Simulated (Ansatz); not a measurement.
System: C$_{4}$H$_{6}$, charge 0, singlet. C4H6 (buta-1,3-diene, SMILES C(C=C)=C).
B3LYP-D3(BJ)/def2-TZVP minimum from Ansatz (a first-principles code):
```xyz
10

C      0.5975     1.7431     0.0042
C      0.5995     0.4091     0.0007
C     -0.5995    -0.4091    -0.0007
C     -0.5975    -1.7431    -0.0042
H      1.5168     2.3130     0.0051
H     -0.3292     2.3053     0.0062
H      1.5464    -0.1238    -0.0012
H     -1.5464     0.1238     0.0012
H      0.3292    -2.3053    -0.0062
H     -1.5168    -2.3130    -0.0051
```

Property: atomisation energy (electronic, to ground-state atoms), in kcal/mol. Radicals and triplets start from unrestricted determinants; spin-orbit coupling is neglected. CBS(X,Y): correlation extrapolated as X^-3, Hartree-Fock from the larger set. A bracket is a step between two methods taken in the basis named. The functionals are non-relativistic, so their misses hold any scalar relativity. Double hybrids freeze cores in their MP2 part. 'core' is core correlation in cc-pwCVTZ, 'X2C' scalar relativity in cc-pVTZ-DK, both at CCSD(T). For partners of very few electrons the exact lower level stands in for a higher one. The restricted determinant of C4H6 (C=CC=C, singlet) is unstable towards broken spin symmetry in at least one set run.

CCSD(T)/CBS(cc-pVTZ,cc-pVQZ) + [CCSDT(Q) - CCSD(T)]/cc-pVDZ + core + X2C (Ansatz) gives 1013.9 kcal/mol.

Task: What does PBE/def2-TZVPD (Ansatz) give here, and how do the other levels compare?

Result: PBE gives 1033.9 kcal/mol, 20.0 kcal/mol above it. Differences of the others: r2SCAN/def2-TZVPD (Ansatz) -0.6; B3LYP/def2-TZVPD (Ansatz) -5.3; PBE0/def2-TZVPD (Ansatz) 3.3; wB97M-V/def2-TZVPD (Ansatz) -2.3; B2PLYP/def2-TZVPD (Ansatz) -11.9; CCSD(T)/CBS(cc-pVTZ,cc-pVQZ) + core + X2C (Ansatz) -0.7 kcal/mol.
